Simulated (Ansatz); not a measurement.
A nudged elastic band was laid between two geometries of CH2Cl2O (6 atoms, charge 0, multiplicity 1).

All numbers below come from RKS PBE0/def2-SVP in Ansatz.

```yaml
movable_images: 7
climbing_image: yes
spring: 5.0 eV/Å²
optimiser: quadratic models (default)
start_path: through a guess of the saddle point
force_threshold: 0.03 eV/Å
iteration_limit: 60
end_points: relaxed
```

Initial state:

```xyz
6
Properties=species:S:1:pos:R:3
O 0.559 1.005 0.055
C -0.091 -0.152 0.266
Cl 0.839 -1.579 -0.309
Cl -1.715 -0.179 -0.504
H 0.696 1.124 -0.896
H -0.245 -0.283 1.342
```

Final state:

```xyz
6
Properties=species:S:1:pos:R:3
O 0.780 0.707 -0.441
C -0.012 -0.229 0.135
Cl 0.740 -1.806 -0.097
Cl -1.684 -0.214 -0.559
H 0.377 1.575 -0.303
H -0.159 -0.096 1.218
```

Task: What changes between the two ends?

Result: No bond is made or broken. The dihedral H5–O1–C2–Cl4 goes from -61 to 59°.

Task: What energy profile does the band end with?

Result: It converged. The highest image is number 5 of 0 to 8, 17.3 kJ/mol above the first end and 1.7 kJ/mol above the last; the last end lies 15.7 kJ/mol above the first. A vibrational analysis at the climbing image gives one clearly imaginary mode, 302i cm⁻¹: a first-order saddle point.

```
image  path coordinate (Å)  energy (kJ/mol)  dihedral H5–O1–C2–Cl4 (°)
    0                 0.00              0.0                        -61
    1                 0.19              1.4                        -47
    2                 0.37              5.4                        -32
    3                 0.56             11.1                        -15
    4                 0.74             15.8                          2
    5                 0.93             17.3                         20
    6                 1.08             16.8                         34
    7                 1.23             16.0                         46
    8                 1.37             15.7                         59
```

Task: What is the geometry of the highest image?

Result: 
```xyz
6
Properties=species:S:1:pos:R:3:forces:R:3
O 0.816 0.782 -0.212 0.00 0.02 -0.01
C -0.001 -0.220 0.202 0.00 -0.01 0.02
Cl 0.776 -1.786 -0.111 0.00 -0.01 0.00
Cl -1.603 -0.126 -0.613 -0.01 0.00 0.00
H 0.273 1.483 -0.592 0.01 0.00 0.00
H -0.218 -0.197 1.280 0.00 0.00 0.00
```

Task: What are the harmonic wavenumbers there?

Result: 302i, 269, 383, 472, 705, 757, 1176, 1226, 1317, 1336, 3125, 3868 cm⁻¹.

Time of the run: 110 s on 1 thread of Arm Neoverse V1 (shared host), peak memory 0.14 GiB.
